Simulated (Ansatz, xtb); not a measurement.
Relative energy of two structures of CH3B2+

Structure X: a singlet given by its coordinates. Structure Y: a triplet given by its coordinates. Both are isolated ions in the gas phase, relaxed with B3LYP/6-31G*.

X (Å):

```xyz
6

C     1.0923   -1.0496    0.2018
B     0.1265   -0.1727    0.7187
B    -0.9717    0.8253    1.3066
H     1.9508   -1.3968    0.7838
H     1.0508   -1.4442   -0.8175
H    -1.7794    1.5593    1.7390
```

Close contacts (Å): C1–B2 1.40, B2–B3 1.60, C1–H4 1.09, C1–H5 1.09, B3–H6 1.17.

Y (Å):

```xyz
6

C     1.1164   -1.0713    0.1889
B     0.0979   -0.1464    0.7341
B    -0.9884    0.8401    1.3156
H     1.9712   -1.4135    0.7768
H     1.0678   -1.4610   -0.8305
H    -1.7956    1.5731    1.7476
```

Close contacts (Å): C1–B2 1.48, B2–B3 1.58, C1–H4 1.09, C1–H5 1.09, B3–H6 1.17.

Q: Estimate E(Y) − E(X) at the level CCSD(T)/def2-TZVPP.

A: Calculated at CCSD(T)/def2-TZVPP: E(Y) − E(X) = +18.8 kcal/mol, so structure X lies lower.

Level by level:

```json
{"level": "B3LYP/6-31G*", "geometry": "B3LYP/6-31G*", "E(Y) − E(X) (kcal/mol)": "+13.5", "departure from the last row (kcal/mol)": "−5.2", "job, with rough time for the two": "optimisation, 38 s"}
{"level": "HF/def2-TZVPP", "geometry": "B3LYP/6-31G*", "E(Y) − E(X) (kcal/mol)": "−7.4", "departure from the last row (kcal/mol)": "−26.2", "job, with rough time for the two": "part of the CCSD(T) run"}
{"level": "MP2/def2-TZVPP", "geometry": "B3LYP/6-31G*", "E(Y) − E(X) (kcal/mol)": "+17.3", "departure from the last row (kcal/mol)": "−1.5", "job, with rough time for the two": "part of the CCSD(T) run"}
{"level": "CCSD(T)/def2-TZVPP", "geometry": "B3LYP/6-31G*", "E(Y) − E(X) (kcal/mol)": "+18.8", "departure from the last row (kcal/mol)": "", "job, with rough time for the two": "single point, 78 s"}
```

HF/def2-TZVPP puts the two in the other order. The largest departure from CCSD(T)/def2-TZVPP is that of HF/def2-TZVPP, 26.2 kcal/mol. Levels run at GFN2-xTB geometries aren't shown.

With harmonic frequencies from B3LYP/6-31G* (ideal gas, rigid rotor, one conformer each, 298.15 K, 1 atm): on the last row, ΔE + ΔZPE = +18.8, ΔH = +18.8, ΔG = +18.2 kcal/mol.

The T1 diagnostic of structure X is large, so the coupled-cluster value is less sure. Open shells are spin-unrestricted. The correlated steps freeze 3 core orbitals. ΔG holds the spin degeneracy. Codes used: Ansatz 0.2.0; the last row on 1 thread of Intel(R) Xeon(R) Processor @ 2.50GHz (Skylake/Cascade Lake) on a shared host.
